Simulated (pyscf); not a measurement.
This saddle point was located with ωB97X-D3(BJ)/def2-SVP in PySCF.

```xyz
6

B      0.3058     0.3139    -0.5979
F      1.3044    -0.3201    -1.2195
N     -0.2010    -0.5614     0.5645
H     -1.0311    -0.1743    -0.2629
H      0.1166    -1.5219     0.7820
H     -0.5645    -0.0478     1.3667
```
Charge 0, spin multiplicity 1.

Surface: singlet, charge 0. Lowest wavenumbers (cm⁻¹): 1649i, 358, 449, 698, 860.

Task: What reaction is this the transition state of?

Result: B–F [singlet] + ammonia (NH₃) <-> H₂N–BH–F, an insertion read from left to right: H–N broken and B–N, B–H formed. At CCSD(T)/def2-TZVPP + ΔMP2(QZVPP) it lies +1.15 eV from the left side and +4.56 eV from the right (each side as separated species at their lowest minima found). The reactants may also form a dative adduct at B–F [singlet]; it and routes through it were not searched. This is the saddle that the search found; another between the same sides may lie lower. The CCSD(T) − MP2 part came from Ansatz, without density fitting, on the same reference.
